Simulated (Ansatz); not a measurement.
C3H6O2, SMILES `COCC=O`, relaxed with RKS PBE-D4/def2-SVP in Ansatz 0.2.0 from a rough embedded geometry. The force threshold is 0.03 eV/Å; the program also tests the step.

Charge 0, multiplicity 1.

Start:

```xyz
11

C     1.585   -0.648   -0.054
O     0.701    0.368    0.113
C    -0.652   -0.055   -0.017
C    -1.560    1.173    0.158
O    -2.602    1.338   -0.532
H     2.589   -0.273    0.075
H     1.519   -1.046   -1.091
H     1.433   -1.457    0.652
H    -0.898   -0.810    0.739
H    -0.790   -0.458   -1.047
H    -1.325    1.869    1.005
```

```
         step  energy (eV)  largest force (eV/Å)  largest move (Å)
            1   -7287.7169                 2.981             0.000
            2   -7287.8366                 2.088             0.162
            3   -7287.9420                 0.906             0.062
            4   -7287.9599                 0.745             0.200
            5   -7287.9871                 0.585             0.200
            6   -7288.0029                 0.230             0.124
            7   -7288.0048                 0.075             0.059
            8   -7288.0052                 0.059             0.031
            9   -7288.0053                 0.065             0.036
10 (rejected)   -7288.0051                 0.087             0.007
           11   -7288.0054                 0.014             0.004
```

End:

```xyz
11

C     1.598   -0.659   -0.004
O     0.657    0.367    0.200
C    -0.658   -0.020   -0.094
C    -1.587    1.155    0.166
O    -2.785    1.121   -0.010
H     2.596   -0.256    0.255
H     1.618   -1.006   -1.067
H     1.395   -1.550    0.639
H    -1.004   -0.886    0.529
H    -0.787   -0.342   -1.161
H    -1.044    2.076    0.546
```

Run time 6.5 s (4 threads of an Intel Xeon 6975P-C on a shared host); peak host memory 0.15 GiB.
